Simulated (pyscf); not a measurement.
•H₂Si–Cl + SiH₄ -> H₃Si–Cl + SiH₃•, a hydrogen abstraction (doublet surface; H–Si broken, H–Si formed). PySCF, gas phase, ωB97X-D3(BJ)/def2-SVP geometries. Correlated levels are frozen-core, on RHF or UHF. ΔMP2 is the change of the MP2 total energy from the triple- to the quadruple-zeta basis. Energies in eV from the separated reactants.

Small-basis levels: PySCF, no dispersion term, spherical d functions. Open shells are spin-unrestricted. 

**Question.** Quick B3LYP/LANL2DZ single points give ΔE‡ = 0.40 eV and ΔE = +0.05 eV. What does CCSD(T)/def2-TZVPP + ΔMP2(QZVPP) give, and how far is the quick result from it?

**Answer.** CCSD(T)/def2-TZVPP + ΔMP2(QZVPP) gives ΔE‡ = 0.46 eV and ΔE = -0.01 eV. B3LYP/LANL2DZ lies 0.06 eV under it in the barrier and 0.06 eV over it in the reaction energy, so on this step it holds to within 0.13 eV. CCSD(T)/def2-TZVPP + ΔMP2(QZVPP) has limits of its own. This is the saddle that the search found; another between the same sides may lie lower. The angle at the transferred H is 151°. The CCSD(T) − MP2 part came from Ansatz, without density fitting, on the same reference.
